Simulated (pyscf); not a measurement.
Single points on ωB97X-D3(BJ)/def2-SVP structures (PySCF, gas phase).

Problem. How much does it cost (ΔH, 298 K, ωB97M-D3(BJ)/def2-TZVP) to split H₃C–Si(OH)(OH)–OH at its C–Si bond into CH₃• + HO–Si•(OH)–OH?

Solution. C–Si to CH₃• + HO–Si•(OH)–OH: 415.4 kJ/mol. The 7 functionals that were run give +373.9 (r²SCAN) to +416.5 kJ/mol (ωB97X-D3(BJ)). Other isomers of HO–Si•(OH)–OH were not searched in full and may lie lower.
